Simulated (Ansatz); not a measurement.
We consider 1T (CdI2-type) HfS2, described by LDA (Ansatz, a first-principles code, plane waves, PAW).

Run with plane-wave cutoff 520 eV, 12×12×6 k mesh (along the axes of the cell as run), Fermi–Dirac smearing 0.01 eV, scalar-relativistic PAW data made under PBE.

Computed points:

| V (Å³/atom) | E − E_lowest (meV/atom) | P (GPa) |
|---|---|---|
| 19.894 | 4.19 | 1.729 |
| 20.309 | 0.99 | 0.777 |
| 20.723 | 0.00 | 0.010 |
| 21.138 | 0.74 | -0.563 |
| 21.552 | 2.77 | -0.992 |

Question: Estimate the bulk modulus from the pressures at 20.309 and 21.138 Å³/atom, and compare it with a fit to all energies.

Answer: B = −V dP/dV. Between V = 20.309 and 21.138 Å³/atom, dP/dV = (-0.563 − (0.777))/(21.138 − 20.309) = -1.62 GPa per Å³/atom; at the midpoint 20.724 Å³/atom this gives B ≈ 33.5 GPa. The third-order Birch–Murnaghan fit gives V0 = 20.735 Å³/atom, B0 = 32.9 GPa, B′ = 12.3, which lies 2 % below that estimate.

Shape and atoms are relaxed at each volume.

Note: the bulk modulus comes from volumes at which shape and atoms were relaxed.

Spin–orbit coupling is not included.

Static lattice: no zero-point or thermal effects.

It cost about 3 core-minutes (a rough figure) of CPU time.
